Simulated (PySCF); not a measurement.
Method: B3LYP-D3(BJ)/def2-TZVP (PySCF 2.14.0). Gas-phase values, no solvent. B3LYP has the VWN-RPA correlation part, as in Gaussian. 

Reference species (SMILES): `[F][Al]([F])[F]` (neutral, multiplicity 1).

```
Quantity                  Result
----------------------  --------
HOMO–LUMO gap            9.49 eV
LUMO                    -1.92 eV
S1 oscillator strength     0.000
```

Changed species: `[NH2][Al]([NH2])[F]` (2 of 3 F replaced by NH2; the reference has 0 of 3 F replaced by NH2).

Question: Predict the effect on the HOMO–LUMO gap, LUMO and S1 oscillator strength.

Answer: the HOMO–LUMO gap falls by 2.98 eV, to 6.51 eV; the LUMO increases by 1.50 eV, to -0.42 eV; the S1 oscillator strength stays essentially unchanged.
